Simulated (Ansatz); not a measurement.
Base system: Rh in the fcc (Cu type) structure (space group Fm-3m, No. 225).

```cif
data_Rh4
_chemical_formula_sum 'Rh4'
_space_group_name_H-M_alt 'Fm-3m'
_space_group_IT_number 225
_space_group_name_Hall '-F 4 2 3'
_cell_length_a 3.78000
_cell_length_b 3.78000
_cell_length_c 3.78000
_cell_angle_alpha 90.000
_cell_angle_beta 90.000
_cell_angle_gamma 90.000
loop_
_atom_site_label
_atom_site_type_symbol
_atom_site_symmetry_multiplicity
_atom_site_Wyckoff_symbol
_atom_site_fract_x
_atom_site_fract_y
_atom_site_fract_z
_atom_site_occupancy
Rh1 Rh 4 a 0.00000 0.00000 0.00000 1
```
(The calculation used a cell of 1 atom; values per cell refer to that cell.)

The values are results of PBEsol, PAW, 420 eV (Ansatz, a quantum-chemistry and plane-wave program; spin-orbit coupling left out), not measurements.

One thing is altered: full substitution Rh → Ir, then cell and atoms are relaxed.

Measured lattice parameter a: Rh 3.794 Å (static lattice; corrected from measurement; as listed in Daniel Mejia-Rodriguez, S. B. Trickey, Phys. Rev. B (2018)); Ir 3.831 Å (static lattice; corrected from measurement; as listed in Daniel Mejia-Rodriguez, S. B. Trickey, Phys. Rev. B (2018)).

Problem. How well does PBEsol reproduce the measured shift?

Solution. With PBEsol the lattice parameter a moves by +0.050 Å (3.780 → 3.830) against +0.037 Å measured.

Whether these cells are dynamically stable was not tested. All final runs are without spin polarisation.
